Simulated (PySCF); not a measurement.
Species: C3H2FN2 (charge -1).
SMILES: `c1(F)[n-]ncc1`

The closed-shell ground state was solved at several levels (PySCF, density fitting, gas phase, non-relativistic). Isolated species at its PBE0-D3(BJ)/def2-SVP geometry, gas phase. No diffuse functions stand in pcJ-1, pcSseg-1 and pcSseg-2, which bears on an anion's orbital energies.

| level | basis functions | total energy (Eh) | HOMO (eV) | LUMO (eV) | gap (eV) |
| --- | --- | --- | --- | --- | --- |
| PBE0/pcSseg-2 | 244 | -324.6444 | -1.18 | 4.88 | 6.06 |
| PBE0/pcSseg-1 | 112 | -324.4814 | -0.99 | 6.48 | 7.47 |
| wB97X-D/def2-SVPD | 139 | -324.5352 | -3.08 | 6.63 | 9.71 |

**Question.** What might B3LYP/pcJ-1 (182 basis functions) give for the same quantities?

**Answer.** Total energy -324.8672 Eh, HOMO -0.73 eV, LUMO 6.17 eV, gap 6.90 eV.

**Question.** Over all these levels, which gives the widest orbital gap and which the narrowest?

**Answer.** wB97X-D/def2-SVPD (range-separated hybrid) has the widest, 9.71 eV, and PBE0/pcSseg-2 (global hybrid, 25 % exact exchange) the narrowest, 6.06 eV. Functional and basis both differ between the two, so the spread mixes both effects.

The pairwise dispersion term of wB97X-D wasn't added to the energies; at a given geometry it leaves orbitals and properties as they are.
